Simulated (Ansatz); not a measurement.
**ClHMgS: taking an electron away**

An exercise on one series of results from a longer session: the logs are not shown, and one member is left open.

The runs use Ansatz 0.2.0, Gaussian basis; unrestricted cation, the program's frozen cores in correlated methods.

The runs, in order: UKS PBE-D4/def2-TZVPP; UKS r2SCAN-D4/def2-TZVPP; UKS PBE0-D4/def2-TZVPP; UKS B3LYP-D4/def2-TZVPP; UKS wB97X-V/def2-TZVPP; UKS wB97M-V/def2-TZVPP; UKS B2PLYP/def2-TZVPP; UHF-CCSD(T)/def2-TZVPP; UHF-MP2/def2-QZVPP; extrapolation to the limit; then −ε(HOMO) from the neutral's earlier runs with LDA (SPW92), PBE-D4, revPBE-D4, BLYP-D4, r2SCAN-D4, B97M-V, PBE0-D4, B3LYP-D4, r2SCANh-D4, r2SCAN0-D4, HSE06-D4, BHLYP-D4, CAM-B3LYP-D4, LC-ωPBE, ωB97X-V, ωB97M-V.

### The geometry

An earlier PBE0-D4 in a triple-zeta def2 set relaxation fixed the geometry.

SMILES `[SH][Mg][Cl]`, 4 atoms, charge 0, spin multiplicity 1.

Atoms are counted from 1 here; the program's logs count them from 0.

Bond lengths: S1–Mg2 2.277 Å, S1–H4 1.345 Å, Mg2–Cl3 2.177 Å. Angles: Mg2–S1–H4 92.5°, S1–Mg2–Cl3 179.3°.

Geometry (Å):

```
S    -0.31984    1.57228   -0.51426
Mg   -0.24140   -0.65617   -0.05543
Cl   -0.18944   -2.79120    0.36855
H     0.80627    1.81480    0.18074
```

The first run:

The input, in.yaml:

```yaml
crystal:
  periodic: [false, false, false]
  atoms:
    - {symbol: S, position_ang: [-0.319841, 1.572276, -0.514265]}
    - {symbol: Mg, position_ang: [-0.241398, -0.656175, -0.055425]}
    - {symbol: Cl, position_ang: [-0.189436, -2.791202, 0.368546]}
    - {symbol: H, position_ang: [0.806275, 1.814801, 0.180744]}
basis:
  gaussian: {orbitals: def2-TZVPP}
total_charge: 1
magnetization: {spin_polarized: true, initial_magnetization: 1}
hamiltonian: {xc: pbe, dispersion: d4}
```

Steps of the session up to this table: Cation, UKS PBE-D4/def2-TZVPP; Cation, UKS r2SCAN-D4/def2-TZVPP; Cation, UKS PBE0-D4/def2-TZVPP; Cation, UKS B3LYP-D4/def2-TZVPP; Cation, UKS wB97X-V/def2-TZVPP; Cation, UKS wB97M-V/def2-TZVPP; Cation, UKS B2PLYP (frozen core)/def2-TZVPP; Cation, UHF-CCSD(T)/def2-TZVPP; Cation, UHF-MP2/def2-QZVPP.

One table of the session follows, with a row left open; its other results are not shown here.

For comparison, −ε(HOMO) of the neutral from earlier runs:

```
  functional  −ε(HOMO) (eV)
 LDA (SPW92)           6.42
      PBE-D4           6.27
   revPBE-D4           6.20
     BLYP-D4           6.09
   r2SCAN-D4           6.53
      B97M-V           6.55
     PBE0-D4           7.46
    B3LYP-D4              ?
  r2SCANh-D4           6.97
  r2SCAN0-D4           7.63
    HSE06-D4           7.06
    BHLYP-D4           8.49
CAM-B3LYP-D4           8.77
     LC-ωPBE          10.18
     ωB97X-V           9.80
     ωB97M-V           9.64
```

Q: Estimate the row for B3LYP-D4 from the others.

Worked estimate for «−ε(HOMO) (eV)». Against the share of exact exchange, BLYP-D4 (0, 6.09), BHLYP-D4 (0.5, 8.49) give a slope of 4.80 per unit share; at 0.2 the line stands at 7.05.

As computed: −ε(HOMO) (eV): 7.20. In «−ε(HOMO) (eV)» the line misses by -0.15.
